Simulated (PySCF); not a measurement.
Two species compared at the same levels of theory.

First species: Methyl isopropyl ketone, C5H10O.
Bonds: C1–C2, C2–O3 (double), C2–C4, C4–C5, C4–C6. Hydrogens: H7, H8, H9 on C1; H10 on C4; H11, H12, H13 on C5; H14, H15, H16 on C6.

Second species: C₅H₁₂O.
Geometry (GFN2-xTB, Å), atoms numbered from 1 in this order:
```xyz
18
C5H12O angstrom
C      2.4924    0.4746   -0.2057
C      1.2112   -0.2178   -0.6550
C      0.0036    0.2181    0.1874
O      0.1946   -0.0863    1.5521
C     -1.2937   -0.4068   -0.3466
C     -2.5165    0.0955    0.4122
H      3.3496    0.0875   -0.7514
H      2.6518    0.3149    0.8580
H      2.4241    1.5455   -0.3811
H      1.0141    0.0118   -1.7035
H      1.3284   -1.3021   -0.5656
H     -0.0821    1.3099    0.1609
H      0.2828   -1.0431    1.6368
H     -1.3915   -0.1693   -1.4072
H     -1.2241   -1.4948   -0.2516
H     -2.6537    1.1614    0.2458
H     -2.3869   -0.0677    1.4795
H     -3.4129   -0.4250    0.0833
```

Levels: PBE0/pcSseg-1 for dipole moment, HOMO energy, LUMO energy and HOMO–LUMO gap; GFN2-xTB for rotational constant A and rotational constant C. Geometries: GFN2-xTB. All species are isolated and taken at one optimised geometry, non-relativistic unless stated. Electronic properties by PySCF.

The conformers computed, where there is a choice (atom-mapped SMILES and torsion angles):
- `[CH3:1][C:2](=[O:3])[CH:4]([CH3:5])[CH3:6]`: C1–C2–C4–C5 149°
- `[CH3:1][CH2:2][CH:3]([OH:4])[CH2:5][CH3:6]`: C1–C2–C3–O4 -60°, C2–C3–C5–C6 -176°, H–O4–C3–C2 -62°

Values for the first species:

* Dipole moment: 2.83 D
* HOMO energy: -7.10 eV
* LUMO energy: -0.26 eV
* HOMO–LUMO gap: 6.84 eV
* Rotational constant A: 4.785 GHz
* Rotational constant C: 2.307 GHz

Question: Estimate the same properties for the second species, and the change in each.

Answer: 
| property | first | second | second less first |
| --- | --- | --- | --- |
| dipole moment | 2.83 D | 1.56 D | -1.27 D |
| HOMO energy | -7.10 eV | -7.67 eV | -0.57 eV |
| LUMO energy | -0.26 eV | 1.28 eV | +1.54 eV |
| HOMO–LUMO gap | 6.84 eV | 8.95 eV | +2.11 eV |
| rotational constant A | 4.785 GHz | 7.295 GHz | +2.510 GHz |
| rotational constant C | 2.307 GHz | 1.673 GHz | -0.634 GHz |

On the first: The dipole equals about 9.4 × 10⁻³⁰ C·m (1 D = 3.33564 × 10⁻³⁰ C·m). A dipole of 2.83 D is allowed in C1, and pure rotational transitions are dipole-allowed.

On the second: A dipole of 1.56 D is allowed in Cs, and pure rotational transitions are dipole-allowed. The dipole equals about 5.2 × 10⁻³⁰ C·m (1 D = 3.33564 × 10⁻³⁰ C·m).
